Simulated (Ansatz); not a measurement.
**Lu (model structure, started from the beta-W type, Pm-3n, No. 223, 8 atoms in the cell)**

These are PBEsol (plane waves, PAW; Ansatz, an electronic-structure program) values and carry that method's errors.

Settings: plane-wave cutoff 500 eV, 12×12×12 k mesh, Fermi–Dirac smearing 0.1 eV, scalar-relativistic PAW data made under PBE.

Cell (relaxed at this level):

```yaml
crystal:
  lattice:
    - [6.13336, 0.00000, 0.00000]
    - [0.00000, 6.13336, 0.00000]
    - [0.00000, 0.00000, 6.13336]
  atoms:
    - { symbol: Lu, position: [0.25000, 0.00000, 0.50000] }
    - { symbol: Lu, position: [0.75000, 0.00000, 0.50000] }
    - { symbol: Lu, position: [0.00000, 0.50000, 0.25000] }
    - { symbol: Lu, position: [0.00000, 0.50000, 0.75000] }
    - { symbol: Lu, position: [0.50000, 0.25000, 0.00000] }
    - { symbol: Lu, position: [0.50000, 0.75000, 0.00000] }
    - { symbol: Lu, position: [0.00000, 0.00000, 0.00000] }
    - { symbol: Lu, position: [0.50000, 0.50000, 0.50000] }
```

| Property | Result |
|---|---|
| band gap | none |

Note: the relaxation could raise the start's symmetry but not lower it, so the cell can be a saddle point.

Spin–orbit coupling is not included.

A model structure was made by putting elements into a prototype or built by hand; it is no filed structure, need not be a known phase, and can be a saddle point held by its symmetry.
